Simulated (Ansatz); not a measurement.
## As2H: competing structures and spins

Ansatz 0.2.0, basis cc-pVDZ; geometries are PBE0/def2-TZVP minima. Wave-function levels freeze the cores with the filled d shells of p-block atoms; HF, MP2 and coupled cluster are restricted for singlets and unrestricted otherwise, restricted open-shell where a d shell is frozen, Kohn–Sham unrestricted where that lies lower. MRCISD+Q stands on CASSCF in the full valence space. The reference is CCSDT(Q) (coupled cluster only where its series has nearly closed). Semilocal and hybrid functionals correlate all electrons outside any core potential and usually lie nearer their basis limit than the reference, so part of their error here is the reference's basis and frozen-core error; RPA and the MP2 part of double hybrids freeze the same cores as the reference. None of these values is a measured one. Energies are electronic, without zero-point terms. No spin–orbit coupling and no scalar relativity. The set is small: such energies can lie up to about 0.3 eV from the limit, spin gaps mostly less, so near ties and functionals' places can change in larger sets. The species are chosen: bound, without strong static correlation by their natural occupations or amplitudes, and with a ladder that closes on the reference, so errors are smaller than for species at large; levels whose determinant breaks symmetry or spin markedly are left out.

A. doublet; As–As 2.222, As–H 1.535, angle at As 94°. Coordinates (Å): As 0.000 -0.035 1.103; As 0.000 0.015 -1.119; H 0.000 1.492 1.250
B. quartet; As–As 2.491, As–H 1.530, angle at As 92°. Coordinates (Å): As 0.000 -0.525 0.803; As 0.000 -0.477 -1.688; H 0.000 1.002 0.885

Task: From bonding and spin, estimate the order of these in energy at CCSDT(Q), each at its own geometry.

Result: At CCSDT(Q), above the lowest of those listed: A (0.0 kJ/mol), B (108.6 kJ/mol).

| level | B less A (kJ/mol) |
| --- | --- |
| CCSDT(Q) | 108.6 |
| MP2 | 102.9 |
| CCSD(T) | 106.9 |
| CCSDT | 106.9 |
| MRCISD+Q | 108.0 |
| PBE | 126.0 |
| r2SCAN | 110.7 |
| PBE0 | 107.3 |
| B3LYP | 116.3 |
| RPA-PBE | 110.0 |

Every level shown puts the same form lowest.

The geometries are PBE0's, not this basis's own minima.
